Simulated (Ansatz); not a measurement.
# AlFH4: the cost of one run

Program: Ansatz 0.2.0. Level of theory: RKS B3LYP/def2-TZVP. These are calculated values, not measurements.

## (1) The structure to begin with

Bond lengths: Al1–H3 1.560 Å, Al1–H4 1.560 Å, Al1–F5 1.990 Å. Angles: H3–Al1–H4 120.0°, H3–Al1–F5 97.0°, H4–Al1–F5 101.2°.

Structure file:

```xyz
6

Al    0.0000    0.0000    0.0000
H     0.0000    0.0000    1.9100
H     1.3510    0.0000   -0.7800
H    -1.3510    0.0000   -0.7800
F     0.0832   -1.8866    0.6275
H     0.0446   -1.0119    1.7645
```

## (2) A restrained relaxation towards end A

Springs on the bonds that form and break draw the guess towards this end; the thresholds are loose.

input.yaml reads:

```yaml
crystal:
  periodic: [false, false, false]
  atoms:
    - { symbol: Al, position_ang: [0.0, 0.0, 0.0] }
    - { symbol: H, position_ang: [0.0, 0.0, 1.91] }
    - { symbol: H, position_ang: [1.351, 0.0, -0.78] }
    - { symbol: H, position_ang: [-1.351, 0.0, -0.78] }
    - { symbol: F, position_ang: [0.0832, -1.8866, 0.6275] }
    - { symbol: H, position_ang: [0.0446, -1.0119, 1.7645] }
basis:
  gaussian: { orbitals: def2-TZVP }
hamiltonian:
  xc: b3lyp
relax:
  f_tol: 0.15
  max_steps: 25
  restrain:
    - { distance: [0, 4], at: 2.89, k: 30.0 }
    - { distance: [5, 1], at: 1.86, k: 30.0 }
    - { distance: [0, 1], at: 1.56, k: 30.0 }
    - { distance: [5, 4], at: 0.92, k: 30.0 }
```

Command:

```console
> ansatz run input.yaml --threads 2 --pin off --max-ram 3072MiB --backend cpu --events-out ev --progress --plain --runs-dir out
```

What time and memory should one allow on 2 threads of Arm Neoverse V1, shared host?

About 9.5 s, with a peak of 0.13 GiB.
